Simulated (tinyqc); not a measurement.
Inside a calculation (part 1 of 2). Method: RHF in the sto-6g basis, for H2O, spin multiplicity 1. Computed by tinyqc, a small Python program that keeps every step (integrals from PySCF). Settings: charge = 0, multiplicity = 1, basis = sto-6g, energy threshold = 1e-09, iteration cap = 61, orthogonalisation = symmetric, start = random, DIIS depth = 4, DIIS from iteration = 3, method = RHF. Command: `OMP_NUM_THREADS=1 python tinyqc.py 30828 30829 out.jsonl` (the two numbers bound the seeds that draw the settings). One thread of a shared host (Intel(R) Xeon(R) Processor @ 2.60GHz), about 0.1 s of CPU time with the checks. Later iterations appear only in the table of the cycle.

## One-electron integrals

Geometry (angstrom):
```
atom         x          y         z
O     0.000000   0.000000  0.000000
H     0.000000   0.928000  0.810000
H     0.000000  -0.928000  0.810000
```

Basis sto-6g: exponents (1/bohr^2) and contraction coefficients of normalised primitives:
```
element  l (shell)     exponent  coefficient
O            s (1)  1355.584234     0.009164
O            s (1)   248.544885     0.049361
O            s (1)    69.533902     0.168538
O            s (1)    23.886772     0.370563
O            s (1)     9.275933     0.416492
O            s (1)     3.820341     0.130334
O            s (2)    52.187762    -0.013253
O            s (2)    10.329320    -0.046992
O            s (2)     3.210345    -0.033785
O            s (2)     1.235135     0.250242
O            s (2)     0.536420     0.595117
O            s (2)     0.245881     0.240706
O            p (3)    52.187762     0.003760
O            p (3)    10.329320     0.037679
O            p (3)     3.210345     0.173897
O            p (3)     1.235135     0.418036
O            p (3)     0.536420     0.425860
O            p (3)     0.245881     0.101708
H            s (1)    35.523221     0.009164
H            s (1)     6.513144     0.049361
H            s (1)     1.822143     0.168538
H            s (1)     0.625955     0.370563
H            s (1)     0.243077     0.416492
H            s (1)     0.100112     0.130334
```

Overlap, kinetic and nuclear-attraction integrals over the contracted functions; the nuclear repulsion is the sum of Za Zb / Rab.

nuclear repulsion = 7.15877118 hartree

overlap S, lower triangle:
```
           1O 1s     1O 2s    1O 2px     1O 2py    1O 2pz     2H 1s     3H 1s
1O 1s   1.000000
1O 2s   0.231145  1.000000
1O 2px  0.000000  0.000000  1.000000
1O 2py  0.000000  0.000000  0.000000   1.000000
1O 2pz  0.000000  0.000000  0.000000   0.000000  1.000000
2H 1s   0.029421  0.316766  0.000000   0.218430  0.190655  1.000000
3H 1s   0.029421  0.316766  0.000000  -0.218430  0.190655  0.150549  1.000000
```

kinetic energy T (hartree), lower triangle:
```
            1O 1s     1O 2s    1O 2px     1O 2py    1O 2pz      2H 1s     3H 1s
1O 1s   29.327197
1O 2s   -0.896024  0.842618
1O 2px   0.000000  0.000000  2.531309
1O 2py   0.000000  0.000000  0.000000   2.531309
1O 2pz   0.000000  0.000000  0.000000   0.000000  2.531309
2H 1s   -0.006538  0.032695  0.000000   0.089554  0.078167   0.768522
3H 1s   -0.006538  0.032695  0.000000  -0.089554  0.078167  -0.009474  0.768522
```

nuclear attraction V (hartree), lower triangle:
```
             1O 1s      1O 2s     1O 2px     1O 2py     1O 2pz      2H 1s      3H 1s
1O 1s   -62.117522
1O 2s    -6.349883  -9.857507
1O 2px    0.000000   0.000000  -9.812291
1O 2py    0.000000   0.000000   0.000000  -9.888605
1O 2pz   -0.013043  -0.153338   0.000000   0.000000  -9.870431
2H 1s    -0.921991  -2.320628   0.000000  -1.404689  -1.262965  -4.919683
3H 1s    -0.921991  -2.320628   0.000000   1.404689  -1.262965  -0.805737  -4.919683
```

core Hamiltonian H = T + V (hartree), lower triangle:
```
             1O 1s      1O 2s     1O 2px     1O 2py     1O 2pz      2H 1s      3H 1s
1O 1s   -32.790325
1O 2s    -7.245907  -9.014888
1O 2px    0.000000   0.000000  -7.280983
1O 2py    0.000000   0.000000   0.000000  -7.357296
1O 2pz   -0.013043  -0.153338   0.000000   0.000000  -7.339123
2H 1s    -0.928529  -2.287933   0.000000  -1.315135  -1.184799  -4.151161
3H 1s    -0.928529  -2.287933   0.000000   1.315135  -1.184799  -0.815211  -4.151161
```

## Two-electron integrals

Functions are numbered as in S; the eight-fold symmetry (ij|kl) = (ji|kl) = (kl|ij) leaves the list below.

Two-electron integrals (ij|kl) in chemists' order, unique and non-zero (hartree):
```
(11|11) 4.787491    (21|11) 0.675884    (21|21) 0.121505    (22|11) 1.117379
(22|21) 0.249212    (22|22) 0.817383    (31|31) 0.025762    (32|31) 0.039145
(32|32) 0.180664    (33|11) 1.117381    (33|21) 0.249212    (33|22) 0.817382
(33|33) 0.880663    (41|41) 0.025762    (42|41) 0.039145    (42|42) 0.180664
(43|43) 0.047461    (44|11) 1.117381    (44|21) 0.249212    (44|22) 0.817382
(44|33) 0.785741    (44|44) 0.880663    (51|51) 0.025762    (52|51) 0.039145
(52|52) 0.180664    (53|53) 0.047461    (54|54) 0.047461    (55|11) 1.117381
(55|21) 0.249212    (55|22) 0.817382    (55|33) 0.785741    (55|44) 0.785741
(55|55) 0.880663    (61|11) 0.091425    (61|21) 0.015769    (61|22) 0.031690
(61|33) 0.031624    (61|41) 0.000583    (61|42) 0.001146    (61|44) 0.031737
(61|51) 0.000509    (61|52) 0.001001    (61|54) 0.000099    (61|55) 0.031710
(61|61) 0.002086    (62|11) 0.246157    (62|21) 0.055787    (62|22) 0.205667
(62|33) 0.202118    (62|41) 0.003382    (62|42) 0.026061    (62|44) 0.208161
(62|51) 0.002952    (62|52) 0.022747    (62|54) 0.005275    (62|55) 0.206722
(62|61) 0.007297    (62|62) 0.067527    (63|31) 0.005874    (63|32) 0.034109
(63|43) 0.005248    (63|53) 0.004580    (63|63) 0.008984    (64|11) 0.142631
(64|21) 0.032752    (64|22) 0.128673    (64|33) 0.123102    (64|41) 0.007556
(64|42) 0.049066    (64|44) 0.137126    (64|51) 0.001469    (64|52) 0.013055
(64|54) 0.007660    (64|55) 0.125790    (64|61) 0.004457    (64|62) 0.051320
(64|64) 0.047464    (65|11) 0.124495    (65|21) 0.028587    (65|22) 0.112312
(65|33) 0.107449    (65|41) 0.001469    (65|42) 0.013055    (65|44) 0.110529
(65|51) 0.007156    (65|52) 0.045504    (65|54) 0.007936    (65|55) 0.118956
(65|61) 0.003890    (65|62) 0.044795    (65|64) 0.033587    (65|65) 0.038300
(66|11) 0.424200    (66|21) 0.097899    (66|22) 0.414800    (66|33) 0.399618
(66|41) 0.006850    (66|42) 0.074237    (66|44) 0.425469    (66|51) 0.005979
(66|52) 0.064798    (66|54) 0.022563    (66|55) 0.419313    (66|61) 0.012890
(66|62) 0.182225    (66|64) 0.157496    (66|65) 0.137469    (66|66) 0.774999
(71|11) 0.091425    (71|21) 0.015769    (71|22) 0.031690    (71|33) 0.031624
(71|41) -0.000583   (71|42) -0.001146   (71|44) 0.031737    (71|51) 0.000509
(71|52) 0.001001    (71|54) -0.000099   (71|55) 0.031710    (71|61) 0.002057
(71|62) 0.007068    (71|64) 0.003971    (71|65) 0.003773    (71|66) 0.012395
(71|71) 0.002086    (72|11) 0.246157    (72|21) 0.055787    (72|22) 0.205667
(72|33) 0.202118    (72|41) -0.003382   (72|42) -0.026061   (72|44) 0.208161
(72|51) 0.002952    (72|52) 0.022747    (72|54) -0.005275   (72|55) 0.206722
(72|61) 0.007068    (72|62) 0.053666    (72|64) 0.028502    (72|65) 0.034677
(72|66) 0.116273    (72|71) 0.007297    (72|72) 0.067527    (73|31) 0.005874
(73|32) 0.034109    (73|43) -0.005248   (73|53) 0.004580    (73|63) 0.006878
(73|73) 0.008984    (74|11) -0.142631   (74|21) -0.032752   (74|22) -0.128673
(74|33) -0.123102   (74|41) 0.007556    (74|42) 0.049066    (74|44) -0.137126
(74|51) -0.001469   (74|52) -0.013055   (74|54) 0.007660    (74|55) -0.125790
(74|61) -0.003971   (74|62) -0.028502   (74|64) -0.008767   (74|65) -0.018072
(74|66) -0.057232   (74|71) -0.004457   (74|72) -0.051320   (74|74) 0.047464
(75|11) 0.124495    (75|21) 0.028587    (75|22) 0.112312    (75|33) 0.107449
(75|41) -0.001469   (75|42) -0.013055   (75|44) 0.110529    (75|51) 0.007156
(75|52) 0.045504    (75|54) -0.007936   (75|55) 0.118956    (75|61) 0.003773
(75|62) 0.034677    (75|64) 0.018072    (75|65) 0.028887    (75|66) 0.081532
(75|71) 0.003890    (75|72) 0.044795    (75|74) -0.033587   (75|75) 0.038300
(76|11) 0.079092    (76|21) 0.018142    (76|22) 0.073416    (76|33) 0.071604
(76|44) 0.072813    (76|51) 0.001433    (76|52) 0.013533    (76|55) 0.075832
(76|61) 0.002351    (76|62) 0.024703    (76|64) 0.016366    (76|65) 0.018432
(76|66) 0.072821    (76|71) 0.002351    (76|72) 0.024703    (76|74) -0.016366
(76|75) 0.018432    (76|76) 0.011869    (77|11) 0.424200    (77|21) 0.097899
(77|22) 0.414800    (77|33) 0.399618    (77|41) -0.006850   (77|42) -0.074237
(77|44) 0.425469    (77|51) 0.005979    (77|52) 0.064798    (77|54) -0.022563
(77|55) 0.419313    (77|61) 0.012395    (77|62) 0.116273    (77|64) 0.057232
(77|65) 0.081532    (77|66) 0.283458    (77|71) 0.012890    (77|72) 0.182225
(77|74) -0.157496   (77|75) 0.137469    (77|76) 0.072821    (77|77) 0.774999
```

## Orthogonalisation

S = U s U^T; symmetric (Loewdin) form X = U s^(-1/2) U^T, so that X^T S X = 1.

eigenvalues of S: 0.512527  0.606780  0.884857  1.000000  1.107113  1.242671  1.646052

X, lower triangle:
```
            1O 1s      1O 2s    1O 2px     1O 2py     1O 2pz      2H 1s     3H 1s
1O 1s    1.021940
1O 2s   -0.128537   1.106241
1O 2px   0.000000   0.000000  1.000000
1O 2py   0.000000   0.000000  0.000000   1.044635
1O 2pz  -0.005237   0.050253  0.000000   0.000000   1.029577
2H 1s    0.014770  -0.172126  0.000000  -0.132832  -0.101688   1.084076
3H 1s    0.014770  -0.172126  0.000000   0.132832  -0.101688  -0.052111  1.084076
```

## Starting guess

The start is random orthonormal orbitals; D = 2 C_occ C_occ^T.

D at the start, lower triangle:
```
            1O 1s      1O 2s     1O 2px     1O 2py     1O 2pz      2H 1s     3H 1s
1O 1s    1.431654
1O 2s   -0.517620   2.600478
1O 2px  -0.619740   0.070667   0.541594
1O 2py   0.530732  -0.000234  -0.322072   1.139900
1O 2pz   0.334342   0.281684  -0.118733  -0.689950   1.734112
2H 1s   -0.097803  -0.730296  -0.390035  -0.606111  -0.430649   2.363839
3H 1s   -0.196164  -0.732215  -0.279209   0.804147  -0.277013  -0.271884  2.339345
```

## Iteration 1: building the Fock matrix

J_ij = sum D_kl (ij|kl), K_ij = sum D_kl (ik|jl); F = H + J - 0.5 K; E = tr D H + tr D J / 2 - 0.25 tr D K + E_nn.

Coulomb J (hartree), lower triangle:
```
            1O 1s      1O 2s     1O 2px     1O 2py    1O 2pz     2H 1s     3H 1s
1O 1s   13.476404
1O 2s    2.486413   7.028013
1O 2px  -0.034261  -0.068640   6.933945
1O 2py   0.030164   0.059032  -0.031735   7.050004
1O 2pz   0.043419   0.257003  -0.017401  -0.064304  7.100083
2H 1s    0.325389   1.887862  -0.017776   1.219361  1.120637  4.594927
3H 1s    0.324250   1.887621  -0.010549  -1.211307  1.134747  0.737386  4.607810
```

exchange K (hartree), lower triangle:
```
            1O 1s      1O 2s     1O 2px     1O 2py    1O 2pz     2H 1s     3H 1s
1O 1s    6.464737
1O 2s    0.924494   2.206954
1O 2px  -0.713169  -0.266271   0.993541
1O 2py   0.628437   0.206039  -0.282576   1.260477
1O 2pz   0.369935   0.158228  -0.173904  -0.570845  1.909519
2H 1s    0.158951   0.589268  -0.242467   0.203760  0.245933  1.503771
3H 1s   -0.025664   0.555901  -0.123205  -0.224266  0.464832  0.239645  1.533398
```

Fock matrix F (hartree), lower triangle:
```
             1O 1s      1O 2s     1O 2px     1O 2py     1O 2pz      2H 1s      3H 1s
1O 1s   -22.546289
1O 2s    -5.221740  -3.090353
1O 2px    0.322324   0.064496  -0.843809
1O 2py   -0.284054  -0.043987   0.109553  -0.937531
1O 2pz   -0.154592   0.024551   0.069550   0.221119  -1.193799
2H 1s    -0.682616  -0.694705   0.103457  -0.197654  -0.187128  -0.308119
3H 1s    -0.591447  -0.678262   0.051054   0.215960  -0.282468  -0.197647  -0.310049
```

total energy of this density = -59.01620090 hartree

## Iteration 1: diagonalisation and new density

Diagonalise F' = X^T F X, C = X C', fill 5 alpha and 5 beta electrons from the bottom; D = 2 C_occ C_occ^T. Each column has its largest component positive (the first on a tie).

F' = X^T F X (hartree), lower triangle:
```
            1          2          3          4          5          6          7
1  -22.257463
2   -2.420972  -2.223100
3    0.323024   0.006817  -0.843809
4   -0.286107  -0.004108   0.107482  -0.912237
5   -0.182865   0.080168   0.057449   0.222154  -1.166404
6   -0.061849  -0.236215   0.081530  -0.114983  -0.091900  -0.108711
7   -0.033711  -0.235041   0.051094   0.096710  -0.143014  -0.050987  -0.097449
```

orbital energies (hartree): MO1 -22.556317, MO2 -1.998082, MO3 -1.318574, MO4 -0.958175, MO5 -0.695741, MO6 -0.055717, MO7 -0.026566

coefficients C:
```
              MO1        MO2        MO3        MO4        MO5        MO6        MO7
1O 1s    0.999380  -0.240050  -0.014823   0.024410  -0.008852   0.063721   0.002873
1O 2s    0.002429   1.050247   0.065298   0.004776   0.034876  -0.438897  -0.030225
1O 2px  -0.014915   0.018528  -0.009379   0.754540   0.647715   0.102339   0.002894
1O 2py   0.013551  -0.009628  -0.501401  -0.559578   0.655617  -0.076010   0.355150
1O 2pz   0.008261  -0.062164   0.862886  -0.282054   0.393139  -0.316506  -0.021670
2H 1s   -0.003906  -0.040220  -0.000622  -0.091171  -0.017014   0.807943  -0.756810
3H 1s   -0.001975  -0.043274  -0.000011  -0.080642  -0.017596   0.688950   0.867425
```

D after iteration 1, lower triangle:
```
            1O 1s      1O 2s     1O 2px     1O 2py    1O 2pz     2H 1s     3H 1s
1O 1s    2.114558
1O 2s   -0.501690   2.217055
1O 2px  -0.013059   0.090007   1.979037
1O 2py   0.007646  -0.045252   0.013502   1.989283
1O 2pz   0.000046   0.006883   0.064907  -0.032724  1.965236
2H 1s    0.007372  -0.086641  -0.160987   0.081019  0.041915  0.020470
3H 1s    0.013203  -0.092906  -0.146033   0.067970  0.036984  0.018800  0.017378
```

## Iteration 2: building the Fock matrix

As before.

Coulomb J (hartree), lower triangle:
```
            1O 1s      1O 2s    1O 2px     1O 2py    1O 2pz     2H 1s     3H 1s
1O 1s   18.510361
1O 2s    3.328884   8.741864
1O 2px   0.002767   0.010555  8.741692
1O 2py  -0.000826  -0.000460  0.001125   8.742375
1O 2pz   0.000950   0.004846  0.003349  -0.000611  8.741522
2H 1s    0.434572   2.134584  0.001822   1.314449  1.148022  4.178647
3H 1s    0.434624   2.132614  0.001601  -1.311828  1.146364  0.745340  4.162060
```

exchange K (hartree), lower triangle:
```
            1O 1s      1O 2s     1O 2px     1O 2py    1O 2pz     2H 1s     3H 1s
1O 1s    9.865854
1O 2s    1.583041   2.828323
1O 2px  -0.000486   0.013539   2.335743
1O 2py   0.000945  -0.003628   0.009331   2.343775
1O 2pz   0.002673   0.006421   0.019685  -0.008747  2.340260
2H 1s    0.221036   0.666111  -0.047464   0.378749  0.324162  0.351636
3H 1s    0.221489   0.655804  -0.045993  -0.327380  0.321025  0.160311  0.307995
```

Fock matrix F (hartree), lower triangle:
```
             1O 1s      1O 2s     1O 2px     1O 2py     1O 2pz      2H 1s      3H 1s
1O 1s   -19.212891
1O 2s    -4.708544  -1.687186
1O 2px    0.003010   0.003786   0.292838
1O 2py   -0.001298   0.001353  -0.003541   0.213191
1O 2pz   -0.013430  -0.151703  -0.006494   0.003763   0.232270
2H 1s    -0.604476  -0.486405   0.025554  -0.190061  -0.198858  -0.148332
3H 1s    -0.604649  -0.483221   0.024598   0.166997  -0.198947  -0.150026  -0.143098
```

total energy of this density = -74.46703532 hartree

## Iteration 2: diagonalisation and new density

As before.

F' = X^T F X (hartree), lower triangle:
```
            1          2          3          4          5          6         7
1  -18.889028
2   -2.457563  -0.754107
3    0.003365  -0.005158   0.292838
4   -0.002012   0.006433  -0.003826   0.331891
5   -0.019541  -0.045657  -0.011611   0.006513   0.314153
6   -0.064119  -0.272310   0.026944  -0.261237  -0.210542   0.066277
7   -0.065192  -0.267765   0.024917   0.235622  -0.209396  -0.055465  0.064523
```

orbital energies (hartree): MO1 -19.217239, MO2 -0.671622, MO3 -0.140682, MO4 0.042106, MO5 0.290100, MO6 0.527017, MO7 0.596868

coefficients C:
```
              MO1        MO2        MO3        MO4        MO5        MO6        MO7
1O 1s    0.996124  -0.210845   0.006108  -0.143511  -0.000342  -0.061046  -0.016414
1O 2s    0.016998   0.800625  -0.029774   0.710100   0.010191   0.381720   0.099190
1O 2px  -0.000149  -0.012984   0.000701   0.074148   0.988298  -0.127486  -0.036714
1O 2py   0.000070   0.003787   0.473082  -0.003577   0.007915  -0.205630   0.927562
1O 2pz   0.001843   0.166190   0.000282  -0.483643   0.158026   0.872300   0.189343
2H 1s   -0.002891   0.227112   0.583229  -0.453747  -0.039204  -0.386778  -0.697856
3H 1s   -0.002848   0.220162  -0.546237  -0.504361  -0.027940  -0.662488   0.441432
```

D after iteration 2, lower triangle:
```
            1O 1s      1O 2s     1O 2px     1O 2py    1O 2pz      2H 1s     3H 1s
1O 1s    2.114703
1O 2s   -0.507936   2.293045
1O 2px  -0.016770   0.104611   1.964799
1O 2py   0.005344  -0.027023   0.015679   0.447793
1O 2pz   0.072302  -0.417492   0.236315   0.007487  0.573011
2H 1s    0.035857  -0.316375  -0.149859   0.556175  0.502318   1.198335
3H 1s    0.039595  -0.331898  -0.136503  -0.511997  0.551890  -0.077249  1.204029
```

## Iteration 12 (converged): orbitals

converged F (hartree), lower triangle:
```
             1O 1s      1O 2s     1O 2px     1O 2py     1O 2pz      2H 1s      3H 1s
1O 1s   -20.546847
1O 2s    -4.967048  -2.293770
1O 2px    0.000000   0.000000  -0.399005
1O 2py    0.000000   0.000000   0.000000  -0.194274
1O 2pz   -0.021361  -0.044327  -0.000003   0.000000  -0.228871
2H 1s    -0.639008  -0.634494   0.000001  -0.311266  -0.301859  -0.322293
3H 1s    -0.639008  -0.634494   0.000001   0.311265  -0.301860  -0.187222  -0.322293
```

As before.

F' = X^T F X (hartree), lower triangle:
```
            1          2          3          4          5          6          7
1  -20.225058
2   -2.492724  -1.332223
3    0.000000  -0.000001  -0.399005
4    0.000000   0.000000   0.000000  -0.044004
5   -0.041600   0.088015  -0.000003   0.000000  -0.123223
6   -0.068288  -0.318680   0.000002  -0.333083  -0.278266  -0.049720
7   -0.068288  -0.318680   0.000002   0.333082  -0.278266  -0.056405  -0.049720
```

orbital energies (hartree): MO1 -20.549624, MO2 -1.187820, MO3 -0.490390, MO4 -0.434456, MO5 -0.399005, MO6 0.385271, MO7 0.453071

coefficients C:
```
              MO1        MO2        MO3        MO4        MO5        MO6        MO7
1O 1s    0.996992  -0.232994   0.000000   0.077269  -0.000003  -0.084250   0.000000
1O 2s    0.013260   0.929833  -0.000001  -0.418333   0.000016   0.512157   0.000000
1O 2px   0.000000   0.000000   0.000000   0.000033   1.000000  -0.000005   0.000000
1O 2py   0.000000   0.000000   0.629037   0.000000   0.000000   0.000001   0.854905
1O 2pz   0.001850   0.056807   0.000000   0.711666  -0.000019   0.757341  -0.000001
2H 1s   -0.002173   0.120931   0.456206   0.372558  -0.000015  -0.647482  -0.674524
3H 1s   -0.002173   0.120931  -0.456205   0.372559  -0.000015  -0.647482   0.674524
```

D after iteration 12, lower triangle:
```
            1O 1s      1O 2s     1O 2px     1O 2py    1O 2pz      2H 1s     3H 1s
1O 1s    2.108499
1O 2s   -0.471499   2.079534
1O 2px  -0.000001   0.000005   2.000000
1O 2py   0.000000  -0.000001   0.000000   0.791375
1O 2pz   0.087197  -0.489734   0.000007   0.000000  1.019397
2H 1s   -0.003112  -0.086873  -0.000006   0.573941  0.544005   0.723105
3H 1s   -0.003112  -0.086874  -0.000006  -0.573940  0.544006  -0.109389  0.723104
```

## Convergence

Stop when the energy changes by less than 1e-09 hartree and every element of the error matrix X^T (F D S - S D F) X is below 9e-06.

Course of the cycle:
```
iteration   E (hartree)     change  largest element of the error matrix
1          -59.01620090          -                             1.32e+01
2          -74.46703532  -1.55e+01                             5.51e-01
3          -75.40352714  -9.36e-01                             3.26e-01
4          -75.56973742  -1.66e-01                             1.26e-01
5          -75.59339600  -2.37e-02                             1.95e-02
6          -75.59520928  -1.81e-03                             8.38e-03
7          -75.59554943  -3.40e-04                             1.16e-03
8          -75.59555224  -2.81e-06                             2.61e-04
9          -75.59555261  -3.71e-07                             1.43e-04
10         -75.59555271  -9.97e-08                             1.64e-05
11         -75.59555271  -1.18e-09                             5.83e-06
12         -75.59555271  -1.49e-10                             3.06e-06
```

PySCF RHF in the same basis = -75.59555271 hartree

Converged in 12 iterations.
